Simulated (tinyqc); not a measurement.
G0W0 on RHF in the sto-3g basis, for H2O, spin multiplicity 1, step by step (part 1 of 2). Computed by tinyqc, a small Python program that keeps every step (integrals from PySCF). Settings: charge = 0, multiplicity = 1, basis = sto-3g, method = RHF, energy threshold = 1e-10, iteration cap = 64, orthogonalisation = canonical, start = core, DIIS depth = 6. Command: `OMP_NUM_THREADS=1 python tinyqc.py 24941 24942 out.jsonl` (the two numbers bound the seeds that draw the settings). One thread of a shared host (Intel(R) Xeon(R) Processor @ 2.60GHz), about 0.06 s of CPU time with the checks. The early iterations of the SCF are left out here.

## One-electron integrals

Geometry (angstrom):
```
atom        x         y        z
O     0.00000   0.00000  0.00000
H     0.00000   0.93800  0.64900
H     0.00000  -0.98000  0.67800
```

Basis sto-3g: exponents (1/bohr^2) and contraction coefficients of normalised primitives:
```
element  l (shell)   exponent  coefficient
O            s (1)  130.70932      0.15433
O            s (1)   23.80886      0.53533
O            s (1)    6.44361      0.44463
O            s (2)    5.03315     -0.09997
O            s (2)    1.16960      0.39951
O            s (2)    0.38039      0.70012
O            p (3)    5.03315      0.15592
O            p (3)    1.16960      0.60768
O            p (3)    0.38039      0.39196
H            s (1)    3.42525      0.15433
H            s (1)    0.62391      0.53533
H            s (1)    0.16886      0.44463
```

Overlap, kinetic and nuclear-attraction integrals over the contracted functions; the nuclear repulsion is the sum of Za Zb / Rab.

nuclear repulsion = 7.5398306 hartree

overlap S:
```
          1O 1s    1O 2s   1O 2px    1O 2py   1O 2pz    2H 1s     3H 1s
1O 1s   1.00000  0.23670  0.00000   0.00000  0.00000  0.03487   0.03092
1O 2s   0.23670  1.00000  0.00000   0.00000  0.00000  0.36291   0.33507
1O 2px  0.00000  0.00000  1.00000   0.00000  0.00000  0.00000   0.00000
1O 2py  0.00000  0.00000  0.00000   1.00000  0.00000  0.26731  -0.25122
1O 2pz  0.00000  0.00000  0.00000   0.00000  1.00000  0.18495   0.17380
2H 1s   0.03487  0.36291  0.00000   0.26731  0.18495  1.00000   0.13614
3H 1s   0.03092  0.33507  0.00000  -0.25122  0.17380  0.13614   1.00000
```

kinetic energy T (hartree):
```
           1O 1s     1O 2s   1O 2px    1O 2py   1O 2pz     2H 1s     3H 1s
1O 1s   29.00320  -0.16801  0.00000   0.00000  0.00000  -0.00885  -0.00887
1O 2s   -0.16801   0.80813  0.00000   0.00000  0.00000   0.05754   0.04321
1O 2px   0.00000   0.00000  2.52873   0.00000  0.00000   0.00000   0.00000
1O 2py   0.00000   0.00000  0.00000   2.52873  0.00000   0.13446  -0.11287
1O 2pz   0.00000   0.00000  0.00000   0.00000  2.52873   0.09303   0.07809
2H 1s   -0.00885   0.05754  0.00000   0.13446  0.09303   0.76003  -0.00890
3H 1s   -0.00887   0.04321  0.00000  -0.11287  0.07809  -0.00890   0.76003
```

nuclear attraction V (hartree):
```
            1O 1s     1O 2s    1O 2px    1O 2py    1O 2pz     2H 1s     3H 1s
1O 1s   -61.52645  -7.39801   0.00000  -0.00075  -0.01192  -1.11542  -0.98806
1O 2s    -7.39801  -9.95689   0.00000  -0.00859  -0.14712  -2.74819  -2.50056
1O 2px    0.00000   0.00000  -9.83201   0.00000   0.00000   0.00000   0.00000
1O 2py   -0.00075  -0.00859   0.00000  -9.93703  -0.00412  -1.78067   1.63929
1O 2pz   -0.01192  -0.14712   0.00000  -0.00412  -9.88228  -1.26679  -1.16782
2H 1s    -1.11542  -2.74819   0.00000  -1.78067  -1.26679  -5.14826  -0.78016
3H 1s    -0.98806  -2.50056   0.00000   1.63929  -1.16782  -0.78016  -5.00362
```

core Hamiltonian H = T + V (hartree):
```
            1O 1s     1O 2s    1O 2px    1O 2py    1O 2pz     2H 1s     3H 1s
1O 1s   -32.52325  -7.56602   0.00000  -0.00075  -0.01192  -1.12428  -0.99692
1O 2s    -7.56602  -9.14877   0.00000  -0.00859  -0.14712  -2.69066  -2.45735
1O 2px    0.00000   0.00000  -7.30328   0.00000   0.00000   0.00000   0.00000
1O 2py   -0.00075  -0.00859   0.00000  -7.40830  -0.00412  -1.64621   1.52642
1O 2pz   -0.01192  -0.14712   0.00000  -0.00412  -7.35355  -1.17376  -1.08973
2H 1s    -1.12428  -2.69066   0.00000  -1.64621  -1.17376  -4.38823  -0.78907
3H 1s    -0.99692  -2.45735   0.00000   1.52642  -1.08973  -0.78907  -4.24358
```

## Two-electron integrals

Functions are numbered as in S; the eight-fold symmetry (ij|kl) = (ji|kl) = (kl|ij) leaves the list below.

Two-electron integrals (ij|kl) in chemists' order, unique and non-zero (hartree):
```
(11|11) 4.78507     (21|11) 0.74138     (21|21) 0.13687     (22|11) 1.11895
(22|21) 0.25663     (22|22) 0.81721     (31|31) 0.02448     (32|31) 0.03781
(32|32) 0.18052     (33|11) 1.11581     (33|21) 0.25668     (33|22) 0.81702
(33|33) 0.88016     (41|41) 0.02448     (42|41) 0.03781     (42|42) 0.18052
(43|43) 0.04744     (44|11) 1.11581     (44|21) 0.25668     (44|22) 0.81702
(44|33) 0.78527     (44|44) 0.88016     (51|51) 0.02448     (52|51) 0.03781
(52|52) 0.18052     (53|53) 0.04744     (54|54) 0.04744     (55|11) 1.11581
(55|21) 0.25668     (55|22) 0.81702     (55|33) 0.78527     (55|44) 0.78527
(55|55) 0.88016     (61|11) 0.11050     (61|21) 0.02025     (61|22) 0.03778
(61|33) 0.03771     (61|41) 0.00076     (61|42) 0.00143     (61|44) 0.03786
(61|51) 0.00053     (61|52) 0.00099     (61|54) 0.00011     (61|55) 0.03778
(61|61) 0.00303     (62|11) 0.29087     (62|21) 0.06765     (62|22) 0.24121
(62|33) 0.23695     (62|41) 0.00418     (62|42) 0.03303     (62|44) 0.24543
(62|51) 0.00289     (62|52) 0.02286     (62|54) 0.00587     (62|55) 0.24101
(62|61) 0.01022     (62|62) 0.09098     (63|31) 0.00680     (63|32) 0.04060
(63|43) 0.00672     (63|53) 0.00465     (63|63) 0.01243     (64|11) 0.17998
(64|21) 0.04237     (64|22) 0.16131     (64|33) 0.15413     (64|41) 0.00908
(64|42) 0.06131     (64|44) 0.17291     (64|51) 0.00158     (64|52) 0.01433
(64|54) 0.00835     (64|55) 0.15669     (64|61) 0.00666     (64|62) 0.07396
(64|64) 0.07187     (65|11) 0.12453     (65|21) 0.02932     (65|22) 0.11161
(65|33) 0.10664     (65|41) 0.00158     (65|42) 0.01433     (65|44) 0.11035
(65|51) 0.00790     (65|52) 0.05051     (65|54) 0.00928     (65|55) 0.11771
(65|61) 0.00461     (65|62) 0.05117     (65|64) 0.04113     (65|65) 0.04089
(66|11) 0.45544     (66|21) 0.10761     (66|22) 0.44187     (66|33) 0.42475
(66|41) 0.00801     (66|42) 0.08904     (66|44) 0.45912     (66|51) 0.00554
(66|52) 0.06161     (66|54) 0.02378     (66|55) 0.44120     (66|61) 0.01637
(66|62) 0.21755     (66|64) 0.20184     (66|65) 0.13965     (66|66) 0.77461
(71|11) 0.09791     (71|21) 0.01794     (71|22) 0.03349     (71|33) 0.03343
(71|41) -0.00067    (71|42) -0.00126    (71|44) 0.03356     (71|51) 0.00046
(71|52) 0.00087     (71|54) -0.00009    (71|55) 0.03349     (71|61) 0.00264
(71|62) 0.00875     (71|64) 0.00526     (71|65) 0.00395     (71|66) 0.01390
(71|71) 0.00238     (72|11) 0.26460     (72|21) 0.06156     (72|22) 0.22036
(72|33) 0.21643     (72|41) -0.00379    (72|42) -0.03035    (72|44) 0.22425
(72|51) 0.00262     (72|52) 0.02100     (72|54) -0.00541    (72|55) 0.22018
(72|61) 0.00898     (72|62) 0.06492     (72|64) 0.03688     (72|65) 0.03548
(72|66) 0.12408     (72|71) 0.00824     (72|72) 0.07680     (73|31) 0.00611
(73|32) 0.03676     (73|43) -0.00612    (73|53) 0.00424     (73|63) 0.00843
(73|73) 0.01034     (74|11) -0.16600    (74|21) -0.03909    (74|22) -0.14941
(74|33) -0.14281    (74|41) 0.00820     (74|42) 0.05599     (74|44) -0.16004
(74|51) -0.00145    (74|52) -0.01330    (74|54) 0.00768     (74|55) -0.14520
(74|61) -0.00548    (74|62) -0.03761    (74|64) -0.01346    (74|65) -0.02016
(74|66) -0.06649    (74|71) -0.00544    (74|72) -0.06334    (74|74) 0.06200
(75|11) 0.11485     (75|21) 0.02704     (75|22) 0.10336     (75|33) 0.09880
(75|41) -0.00145    (75|42) -0.01330    (75|44) 0.10225     (75|51) 0.00711
(75|52) 0.04596     (75|54) -0.00851    (75|55) 0.10892     (75|61) 0.00411
(75|62) 0.03583     (75|64) 0.02000     (75|65) 0.02772     (75|66) 0.07440
(75|71) 0.00376     (75|72) 0.04382     (75|74) -0.03573    (75|75) 0.03507
(76|11) 0.07811     (76|21) 0.01834     (76|22) 0.07113     (76|33) 0.06954
(76|41) -1.33e-05   (76|42) -0.00018    (76|44) 0.07108     (76|51) 0.00123
(76|52) 0.01167     (76|54) -4.11e-05   (76|55) 0.07270     (76|61) 0.00274
(76|62) 0.02627     (76|64) 0.01859     (76|65) 0.01667     (76|66) 0.06515
(76|71) 0.00243     (76|72) 0.02436     (76|74) -0.01765    (76|75) 0.01564
(76|76) 0.00969     (77|11) 0.43742     (77|21) 0.10339     (77|22) 0.42647
(77|33) 0.41035     (77|41) -0.00747    (77|42) -0.08451    (77|44) 0.44272
(77|51) 0.00517     (77|52) 0.05847     (77|54) -0.02240    (77|55) 0.42584
(77|61) 0.01506     (77|62) 0.13126     (77|64) 0.06922     (77|65) 0.07776
(77|66) 0.27461     (77|71) 0.01393     (77|72) 0.19656     (77|74) -0.18508
(77|75) 0.12805     (77|76) 0.06515     (77|77) 0.77461
```

## Orthogonalisation

S = U s U^T; canonical form X = U s^(-1/2), so that X^T S X = 1. Each column of U has its largest component positive (the first on a tie).

eigenvalues of S: 0.47219  0.56190  0.89214  1.00000  1.09445  1.30422  1.67509

X:
```
               1         2         3        4         5         6        7
1O 1s   -0.36470   0.07941   0.71810  0.00000  -0.60850  -0.01401  0.20162
1O 2s    0.98717  -0.16411  -0.27122  0.00000  -0.28925  -0.01922  0.46810
1O 2px   0.00000   0.00000   0.00000  1.00000   0.00000   0.00000  0.00000
1O 2py   0.16405   0.83948  -0.00455  0.00000   0.00226   0.67285  0.02222
1O 2pz   0.42245  -0.06745   0.67083  0.00000   0.63534  -0.00839  0.20418
2H 1s   -0.76477  -0.60800  -0.19470  0.00000   0.16263   0.37597  0.40073
3H 1s   -0.46908   0.81700  -0.20912  0.00000   0.17219  -0.41476  0.36667
```

## Iteration 9 (converged): orbitals

converged F (hartree):
```
            1O 1s     1O 2s    1O 2px    1O 2py    1O 2pz     2H 1s     3H 1s
1O 1s   -20.25571  -5.16310   0.00000  -0.00090  -0.02382  -0.77521  -0.68791
1O 2s    -5.16310  -2.39511   0.00000  -0.00840  -0.05263  -0.74465  -0.68264
1O 2px    0.00000   0.00000  -0.38343   0.00000   0.00000   0.00000   0.00000
1O 2py   -0.00090  -0.00840   0.00000  -0.20330  -0.00963  -0.35875   0.34112
1O 2pz   -0.02382  -0.05263   0.00000  -0.00963  -0.24638  -0.29383  -0.28181
2H 1s    -0.77521  -0.74465   0.00000  -0.35875  -0.29383  -0.37964  -0.18409
3H 1s    -0.68791  -0.68264   0.00000   0.34112  -0.28181  -0.18409  -0.33925
```

Diagonalise F' = X^T F X, C = X C', fill 5 alpha and 5 beta electrons from the bottom; D = 2 C_occ C_occ^T. Each column has its largest component positive (the first on a tie).

F' = X^T F X (hartree):
```
          1         2         3         4         5         6         7
1  -0.40142   0.23966   2.41905   0.00000  -1.99775  -0.02754   0.69649
2   0.23966   0.47757  -0.61691   0.00000   0.54296   0.10073  -0.21417
3   2.41905  -0.61691  -8.34608   0.00000   8.46907   0.22921  -4.23757
4   0.00000   0.00000   0.00000  -0.38343   0.00000   0.00000   0.00000
5  -1.99775   0.54296   8.46907   0.00000  -9.29701  -0.25089   4.64668
6  -0.02754   0.10073   0.22921   0.00000  -0.25089  -0.52594   0.12916
7   0.69649  -0.21417  -4.23757   0.00000   4.64668   0.12916  -3.33789
```

orbital energies (hartree): MO1 -20.26384, MO2 -1.18545, MO3 -0.52727, MO4 -0.41270, MO5 -0.38343, MO6 0.41059, MO7 0.54791

coefficients C:
```
             MO1       MO2       MO3       MO4      MO5       MO6       MO7
1O 1s    0.99453  -0.24232   0.00943   0.08522  0.00000   0.10303  -0.01809
1O 2s    0.02335   0.90736  -0.04899  -0.43420  0.00000  -0.59216   0.11277
1O 2px   0.00000   0.00000   0.00000   0.00000  1.00000   0.00000   0.00000
1O 2py   0.00023   0.00863   0.59840  -0.03155  0.00000   0.12085   0.90063
1O 2pz   0.00263   0.06661   0.04192   0.75435  0.00000  -0.70181   0.10317
2H 1s   -0.00434   0.14363   0.46869   0.31437  0.00000   0.59135  -0.79498
3H 1s   -0.00391   0.12894  -0.43987   0.37230  0.00000   0.76437   0.57826
```

D after iteration 9:
```
           1O 1s     1O 2s   1O 2px    1O 2py    1O 2pz     2H 1s     3H 1s
1O 1s    2.11034  -0.46823  0.00000   0.00217   0.10230  -0.01583  -0.01510
1O 2s   -0.46823   2.02956  0.00000  -0.01555  -0.53820  -0.05848  -0.04640
1O 2px   0.00000   0.00000  2.00000   0.00000   0.00000   0.00000   0.00000
1O 2py   0.00217  -0.01555  0.00000   0.71830   0.00372   0.54356  -0.54770
1O 2pz   0.10230  -0.53820  0.00000   0.00372   1.15050   0.53270   0.54197
2H 1s   -0.01583  -0.05848  0.00000   0.54356   0.53270   0.67829  -0.14117
3H 1s   -0.01510  -0.04640  0.00000  -0.54770   0.54197  -0.14117   0.69747
```

## Convergence

Stop when the energy changes by less than 1e-10 hartree and every element of the error matrix X^T (F D S - S D F) X is below 3e-06.

Course of the cycle:
```
iteration  E (hartree)     change  largest element of the error matrix
1          -73.3094212          -                             7.14e-01
2          -74.7164874  -1.41e+00                             4.32e-01
3          -74.9012620  -1.85e-01                             6.32e-02
4          -74.9064649  -5.20e-03                             2.08e-02
5          -74.9069397  -4.75e-04                             5.28e-03
6          -74.9069961  -5.65e-05                             4.82e-04
7          -74.9069964  -2.95e-07                             9.92e-06
8          -74.9069964  -3.02e-10                             3.73e-06
9          -74.9069964  -2.17e-11                             8.94e-07
```

PySCF RHF in the same basis = -74.9069964 hartree

Converged in 9 iterations.

## Integrals over molecular orbitals

(pq|rs) = sum C_ip C_jq C_kr C_ls (ij|kl), one index at a time.

one-electron integrals over orbitals h = C^T H C (hartree):
```
           1         2         3         4         5         6         7
1  -32.50692   0.57466  -0.02145  -0.18811   0.00000  -0.23787   0.04142
2    0.57466  -7.53345   0.04116   0.53289   0.00000   1.12584  -0.20547
3   -0.02145   0.04116  -5.85922  -0.08257   0.00000  -0.21844  -1.79272
4   -0.18811   0.53289  -0.08257  -6.47127   0.00000   1.38211  -0.07290
5    0.00000   0.00000   0.00000   0.00000  -7.30328   0.00000   0.00000
6   -0.23787   1.12584  -0.21844   1.38211   0.00000  -5.20102  -0.03628
7    0.04142  -0.20547  -1.79272  -0.07290   0.00000  -0.03628  -5.49596
```

Two-electron integrals over orbitals (pq|rs), unique and non-zero (hartree):
```
(11|11) 4.74735    (21|11) -0.43403   (21|21) 0.06262    (22|11) 1.02849
(22|21) -0.01611   (22|22) 0.72544    (31|11) 0.01682    (31|21) -0.00218
(31|22) 0.00149    (31|31) 0.01032    (32|11) -0.01253   (32|21) 0.00092
(32|22) 0.00164    (32|31) 0.01621    (32|32) 0.12550    (33|11) 0.74345
(33|21) -0.00477   (33|22) 0.60141    (33|31) -0.00035   (33|32) 0.00021
(33|33) 0.57677    (41|11) 0.15100    (41|21) -0.02036   (41|22) 0.01081
(41|31) 0.00120    (41|32) 0.00025    (41|33) 0.00490    (41|41) 0.02297
(42|11) -0.14481   (42|21) 0.00733    (42|22) -0.03230   (42|31) 0.00018
(42|32) 0.00286    (42|33) 0.00292    (42|41) 0.01921    (42|42) 0.12998
(43|11) 0.01872    (43|21) -0.00056   (43|22) 0.00898    (43|31) -0.00196
(43|32) 0.03017    (43|33) 0.00625    (43|41) -0.00096   (43|42) -0.00891
(43|43) 0.05820    (44|11) 0.92149    (44|21) -0.01069   (44|22) 0.65837
(44|31) -0.00010   (44|32) -0.01026   (44|33) 0.55337    (44|41) -0.00828
(44|42) -0.08994   (44|43) 0.00549    (44|44) 0.68519    (51|51) 0.02594
(52|51) 0.03354    (52|52) 0.15288    (53|51) -0.00123   (53|52) -0.00451
(53|53) 0.02547    (54|51) -0.01085   (54|52) -0.04090   (54|53) 0.00222
(54|54) 0.04547    (55|11) 1.11536    (55|21) -0.01232   (55|22) 0.75850
(55|31) 0.00047    (55|32) -0.00652   (55|33) 0.58910    (55|41) 0.00425
(55|42) -0.07898   (55|43) 0.01085    (55|44) 0.68177    (55|55) 0.88016
(61|11) 0.18430    (61|21) -0.02798   (61|22) 0.00310    (61|31) 0.00219
(61|32) 0.00165    (61|33) -0.00044   (61|41) -0.00417   (61|42) -0.02026
(61|43) 0.00084    (61|44) 0.01405    (61|55) 0.00509    (61|61) 0.02355
(62|11) -0.24767   (62|21) 0.00603    (62|22) -0.12271   (62|31) 0.00102
(62|32) 0.00899    (62|33) -0.05909   (62|41) -0.01803   (62|42) -0.03761
(62|43) -0.00298   (62|44) -0.05783   (62|55) -0.13264   (62|61) 0.01028
(62|62) 0.09040    (63|11) 0.04400    (63|21) -0.00087   (63|22) 0.02353
(63|31) -0.00216   (63|32) 0.03835    (63|33) 0.01557    (63|41) 0.00040
(63|42) -0.00832   (63|43) 0.04255    (63|44) 0.00968    (63|55) 0.02549
(63|61) 2.93e-05   (63|62) -0.01022   (63|63) 0.08091    (64|11) -0.28200
(64|21) 0.00380    (64|22) -0.13891   (64|31) -0.00105   (64|32) -0.00766
(64|33) -0.04924   (64|41) -0.00158   (64|42) 0.04682    (64|43) -0.01255
(64|44) -0.13234   (64|55) -0.15826   (64|61) -0.00163   (64|62) 0.05946
(64|63) -0.02419   (64|64) 0.10598    (65|51) -0.01227   (65|52) -0.04851
(65|53) 0.00389    (65|54) -0.00784   (65|65) 0.03253    (66|11) 0.75788
(66|21) -0.00736   (66|22) 0.57732    (66|31) -0.00090   (66|32) -0.02011
(66|33) 0.53434    (66|41) 0.01631    (66|42) 0.04508    (66|43) -0.01760
(66|44) 0.53743    (66|55) 0.56552    (66|61) -0.00827   (66|62) -0.08391
(66|63) -0.01319   (66|64) -0.04973   (66|66) 0.57293    (71|11) -0.03239
(71|21) 0.00511    (71|22) 0.00007    (71|31) 0.01384    (71|32) 0.02136
(71|33) -0.00100   (71|41) -0.00043   (71|42) 0.00185    (71|43) -0.00281
(71|44) -0.00186   (71|55) -0.00086   (71|61) -0.00108   (71|62) 0.00155
(71|63) -0.00258   (71|64) -0.00100   (71|66) -0.00167   (71|71) 0.01964
(72|11) 0.04621    (72|21) -0.00097   (72|22) 0.02330    (72|31) 0.01506
(72|32) 0.05877    (72|33) 0.00533    (72|41) 0.00176    (72|42) -0.00052
(72|43) -0.02579   (72|44) 0.01493    (72|55) 0.02417    (72|61) 0.00157
(72|62) -0.00405   (72|63) -0.02526   (72|64) -0.01176   (72|66) 0.01297
(72|71) 0.01966    (72|72) 0.07212    (73|11) 0.37164    (73|21) -0.00681
(73|22) 0.17368    (73|31) -0.00022   (73|32) -0.01621   (73|33) 0.08695
(73|41) -0.00009   (73|42) -0.07173   (73|43) 0.00005    (73|44) 0.14150
(73|55) 0.20607    (73|61) 0.00495    (73|62) -0.06424   (73|63) 0.00525
(73|64) -0.10253   (73|66) 0.04913    (73|71) -0.00132   (73|72) 0.01444
(73|73) 0.16021    (74|11) 0.01549    (74|21) -0.00020   (74|22) 0.00497
(74|31) -0.00732   (74|32) -0.06708   (74|33) 0.00168    (74|41) 0.00079
(74|42) 0.00166    (74|43) -0.01620   (74|44) 0.01101    (74|55) 0.00802
(74|61) -0.00166   (74|62) -0.00850   (74|63) -0.05593   (74|64) 0.00568
(74|66) 0.02052    (74|71) -0.01006   (74|72) -0.01658   (74|73) 0.01663
(74|74) 0.06774    (75|51) 0.00213    (75|52) 0.00855    (75|53) 0.02358
(75|54) -0.00068   (75|65) -0.00121   (75|75) 0.02603    (76|11) 0.00703
(76|21) -0.00023   (76|22) -0.00132   (76|31) -0.00699   (76|32) -0.08010
(76|33) -0.00055   (76|41) -0.00169   (76|42) -0.00666   (76|43) -0.06355
(76|44) 0.01173    (76|55) 0.00354    (76|61) 0.00041    (76|62) 0.00252
(76|63) -0.06673   (76|64) 0.01266    (76|66) 0.02535    (76|71) -0.00950
(76|72) 0.00041    (76|73) 0.01984    (76|74) 0.05585    (76|76) 0.10617
(77|11) 0.83779    (77|21) -0.00902   (77|22) 0.60731    (77|31) 0.00274
(77|32) 0.02380    (77|33) 0.57227    (77|41) 0.00354    (77|42) -0.02115
(77|43) 0.02107    (77|44) 0.56974    (77|55) 0.60770    (77|61) 0.00372
(77|62) -0.05819   (77|63) 0.03352    (77|64) -0.06087   (77|66) 0.53186
(77|71) 0.00259    (77|72) 0.01160    (77|73) 0.09675    (77|74) -0.01596
(77|76) -0.02551   (77|77) 0.59897
```
